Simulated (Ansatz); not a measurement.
Compare A (`FCC1=CC1`) with its isomer B (`C=C=C(C)F`).

Calculated with Ansatz (gas phase, PBE0-D4/def2-TZVP geometries, no zero-point term in ΔE). CCSD(T)/CBS adds triple-zeta CCSD(T) − MP2 to the extrapolated MP2 energy (def2 sets, frozen cores). DFT in def2-TZVPP. Each species was taken in one conformer, which may not be the lowest.

(1) Which is lower in electronic energy at CCSD(T)/CBS, and by how much? (Estimate.)

(2) Give E(B) − E(A) in kcal/mol with CCSD(T)/def2-TZVPP, PBE0-D4, HF/def2-TZVPP, ωB97M-V, B2PLYP, CCSD(T)/def2-SVP, LDA (SPW92). (An estimate is asked.)

(3) Does the order hold for the free energy at 298.15 K (harmonic terms from PBE0-D4)? (Estimate.)

Largest T1 diagnostic: 0.012.

## Answers

(1) The calculation gave: B, by 20.6 kcal/mol.

(2) Ansatz gave: CCSD(T)/def2-TZVPP -20.9, PBE0-D4 -19.0, HF/def2-TZVPP -21.5, ωB97M-V -20.5, B2PLYP -21.9, CCSD(T)/def2-SVP -19.7, LDA (SPW92) -20.1. None reverses the order clearly.

(3) Computed: Yes: G(B) − G(A) = -21.3 kcal/mol, for one conformer each.

At CCSD(T), def2-SVP lies +0.8 kcal/mol from the extrapolated value and def2-TZVPP −0.3 kcal/mol. From PBE to PBE0 (25 % exact exchange), in def2-TZVPP and without D4, E(B) − E(A) moves by +2.2 kcal/mol.
